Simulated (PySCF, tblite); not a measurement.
# CH3Cl: protonation, part 2 of 2

tblite 0.8.0 and PySCF 2.14.0. Atoms count from 0. The steps go on from the part before.

## 17. Single point (CH4Cl+): wavefunction

Geometry: PBE0-D3(BJ)/def2-SVP.

Job settings and geometry (Å):

```
{"job": {"kind": "sp", "xc": "MP2", "basis": "ma-def2-TZVP", "grid": 2}, "charge": 1, "multiplicity": 1}
C     -0.050181     0.012389    -0.031377
Cl     1.716775    -0.331464    -0.462684
H     -0.588116    -0.619732    -0.748921
H     -0.182075    -0.313810     1.006275
H     -0.206561     1.082741    -0.205949
H      2.332945     0.434021     0.403877
```

Method: wavefunction single point, frozen core, gas phase.

Log:

```text
final grid: 44448 points
cycle   1  E = -499.3271799505  dE =  4.351e-01  |g| = 4.365e-01  |ddm| = 1.418e+00
cycle   2  E = -499.3868533722  dE = -5.967e-02  |g| = 1.807e-01  |ddm| = 4.060e-01
cycle   3  E = -499.3941034569  dE = -7.250e-03  |g| = 3.454e-02  |ddm| = 1.130e-01
cycle   4  E = -499.3946619573  dE = -5.585e-04  |g| = 1.126e-02  |ddm| = 4.075e-02
cycle   5  E = -499.3947058465  dE = -4.389e-05  |g| = 3.064e-03  |ddm| = 9.680e-03
cycle   6  E = -499.3947115452  dE = -5.699e-06  |g| = 6.870e-04  |ddm| = 3.949e-03
cycle   7  E = -499.3947118568  dE = -3.117e-07  |g| = 1.474e-04  |ddm| = 1.161e-03
cycle   8  E = -499.3947118712  dE = -1.434e-08  |g| = 3.591e-05  |ddm| = 2.582e-04
cycle   9  E = -499.3947118719  dE = -6.842e-10  |g| = 9.102e-06  |ddm| = 5.067e-05
converged SCF energy = -499.3947118719
E(HF, exact integrals) = -499.3947543570
E(MP2) = -499.7508136920
```

Run time: 1.6 s. Hardware: 1 thread of Arm Neoverse V1, shared host; peak memory 0.38 GiB.

## 18. Protonation: MP2/ma-def2-TZVP

This step combines the energies above: geometries from PBE0-D3(BJ)/def2-SVP, zero-point and thermal terms from PBE0-D3(BJ)/def2-SVP.

Job settings and geometry (Å):

```
{"job": {"kind": "pa", "geom": {"xc": "PBE0", "basis": "def2-SVP", "d3": "d3bj", "grid": 1}, "hess": 1, "level": {"xc": "MP2", "basis": "ma-def2-TZVP"}}, "charge": 0, "multiplicity": 1}
C     -0.135067    -0.007836    -0.010637
Cl     1.635993     0.107458     0.036092
H     -0.431346    -0.657895    -0.843278
H     -0.492714    -0.430156     0.936672
H     -0.556491     0.995002    -0.153420
```

Output (the driver's rows laid out field by field):

```text
protonation site by site, MP2/ma-def2-TZVP // PBE0-D3(BJ)/def2-SVP

row 1
  formula                 CH4Cl
  charge                  1
  multiplicity            1
  smiles                  C[ClH+]
  kept                    yes
  pieces                  1
  point_group             Cs
  atom                    1
  element                 Cl
  electronic              652.83
  enthalpy                634.81
  free_energy             608.93
  share_gas               1.0
```

It took 2.9 s on 1 thread of Arm Neoverse V1, shared host; peak memory 0.38 GiB.

Energy given off on adding a proton (kJ/mol, gas phase, 298 K for the thermal columns):

```csv
site,product,electronic,enthalpy,free energy
Cl1,C[ClH+],652.8,634.8,608.9
```

## 19. Single point (CH₃Cl): HF/ma-def2-TZVP

Geometry: PBE0-D3(BJ)/def2-SVP.

Job settings and geometry (Å):

```
{"job": {"kind": "sp", "xc": "HF", "basis": "ma-def2-TZVP", "grid": 2}, "charge": 0, "multiplicity": 1}
C     -0.135067    -0.007836    -0.010637
Cl     1.635993     0.107458     0.036092
H     -0.431346    -0.657895    -0.843278
H     -0.492714    -0.430156     0.936672
H     -0.556491     0.995002    -0.153420
```

Log:

```text
final grid: 39072 points
cycle   1  E = -499.1038621201  dE =  3.793e-02  |g| = 3.298e-01  |ddm| = 1.307e+00
cycle   2  E = -499.1315782286  dE = -2.772e-02  |g| = 1.848e-01  |ddm| = 3.368e-01
cycle   3  E = -499.1393444952  dE = -7.766e-03  |g| = 2.770e-02  |ddm| = 1.073e-01
cycle   4  E = -499.1397670089  dE = -4.225e-04  |g| = 6.346e-03  |ddm| = 3.758e-02
cycle   5  E = -499.1397973374  dE = -3.033e-05  |g| = 2.016e-03  |ddm| = 1.116e-02
cycle   6  E = -499.1398006090  dE = -3.272e-06  |g| = 5.785e-04  |ddm| = 4.120e-03
cycle   7  E = -499.1398008066  dE = -1.976e-07  |g| = 1.768e-04  |ddm| = 8.736e-04
cycle   8  E = -499.1398008253  dE = -1.874e-08  |g| = 2.717e-05  |ddm| = 3.227e-04
cycle   9  E = -499.1398008258  dE = -4.979e-10  |g| = 4.019e-06  |ddm| = 5.046e-05
converged SCF energy = -499.1398008258
```

Run time: 0.3 s. Hardware: 1 thread of Arm Neoverse V1, shared host; peak memory 0.38 GiB.

## 20. Single point (CH4Cl+): HF/ma-def2-TZVP

Geometry: PBE0-D3(BJ)/def2-SVP.

Job settings and geometry (Å):

```
{"job": {"kind": "sp", "xc": "HF", "basis": "ma-def2-TZVP", "grid": 2}, "charge": 1, "multiplicity": 1}
C     -0.050181     0.012389    -0.031377
Cl     1.716775    -0.331464    -0.462684
H     -0.588116    -0.619732    -0.748921
H     -0.182075    -0.313810     1.006275
H     -0.206561     1.082741    -0.205949
H      2.332945     0.434021     0.403877
```

Log:

```text
final grid: 44448 points
cycle   1  E = -499.3271799505  dE =  4.351e-01  |g| = 4.365e-01  |ddm| = 1.418e+00
cycle   2  E = -499.3868533722  dE = -5.967e-02  |g| = 1.807e-01  |ddm| = 4.060e-01
cycle   3  E = -499.3941034569  dE = -7.250e-03  |g| = 3.454e-02  |ddm| = 1.130e-01
cycle   4  E = -499.3946619573  dE = -5.585e-04  |g| = 1.126e-02  |ddm| = 4.075e-02
cycle   5  E = -499.3947058465  dE = -4.389e-05  |g| = 3.064e-03  |ddm| = 9.680e-03
cycle   6  E = -499.3947115452  dE = -5.699e-06  |g| = 6.870e-04  |ddm| = 3.949e-03
cycle   7  E = -499.3947118568  dE = -3.117e-07  |g| = 1.474e-04  |ddm| = 1.161e-03
cycle   8  E = -499.3947118712  dE = -1.434e-08  |g| = 3.591e-05  |ddm| = 2.582e-04
cycle   9  E = -499.3947118719  dE = -6.842e-10  |g| = 9.102e-06  |ddm| = 5.067e-05
converged SCF energy = -499.3947118719
```

Run time: 0.35 s. Hardware: 1 thread of Arm Neoverse V1, shared host; peak memory 0.38 GiB.

## 21. Protonation: HF/ma-def2-TZVP

This step combines the energies above: geometries from PBE0-D3(BJ)/def2-SVP, zero-point and thermal terms from PBE0-D3(BJ)/def2-SVP.

Job settings and geometry (Å):

```
{"job": {"kind": "pa", "geom": {"xc": "PBE0", "basis": "def2-SVP", "d3": "d3bj", "grid": 1}, "hess": 1, "level": {"xc": "HF", "basis": "ma-def2-TZVP"}}, "charge": 0, "multiplicity": 1}
C     -0.135067    -0.007836    -0.010637
Cl     1.635993     0.107458     0.036092
H     -0.431346    -0.657895    -0.843278
H     -0.492714    -0.430156     0.936672
H     -0.556491     0.995002    -0.153420
```

Output (the driver's rows laid out field by field):

```text
protonation site by site, HF/ma-def2-TZVP // PBE0-D3(BJ)/def2-SVP

row 1
  formula                 CH4Cl
  charge                  1
  multiplicity            1
  smiles                  C[ClH+]
  kept                    yes
  pieces                  1
  point_group             Cs
  atom                    1
  element                 Cl
  electronic              669.27
  enthalpy                651.25
  free_energy             625.37
  share_gas               1.0
```

It took 0.72 s on 1 thread of Arm Neoverse V1, shared host; peak memory 0.38 GiB.

Energy given off on adding a proton (kJ/mol, gas phase, 298 K for the thermal columns):

```csv
site,product,electronic,enthalpy,free energy
Cl1,C[ClH+],669.3,651.2,625.4
```

## 22. Results

This closing draws on all 2 parts.

| quantity | value |
| --- | --- |
| strongest single infrared mode (GFN2-xTB) | 713 cm⁻¹, 23 km/mol |
| zero-point energy (GFN2-xTB) | 22.9 kcal/mol |
| point group | C3v |
| rotational constants (main isotopes) | 155.56, 13.36, 13.36 GHz |
| proton affinity (−ΔH), Cl1 (PBE0-D3(BJ)/def2-TZVP) | 652.1 kJ/mol |
| proton affinity (−ΔH), Cl1 (CCSD(T)/ma-def2-TZVP) | 645.2 kJ/mol |
| proton affinity (−ΔH), Cl1 (MP2/ma-def2-TZVP) | 634.8 kJ/mol |
| proton affinity (−ΔH), Cl1 (HF/ma-def2-TZVP) | 651.2 kJ/mol |

**Reading.** All 9 modes are real, so the xTB geometry is a minimum. The strongest single mode, at 713 cm⁻¹, moves mainly C0. GFN2-xTB is a fitted tight-binding method: band positions and strengths are rough. Its intensities can rank the bands wrongly. The optimisation took 2 steps and gained 0.009 eV; among the close pairs (by a distance rule), C0–H4 changed most, from 1.086 to 1.097 Å (PBE0/def2-SVP). The proton affinity (−ΔH) at Cl1 is 652.1 kJ/mol at PBE0-D3(BJ)/def2-TZVP; zero-point and thermal terms move it by -18.0 kJ/mol from the electronic value.
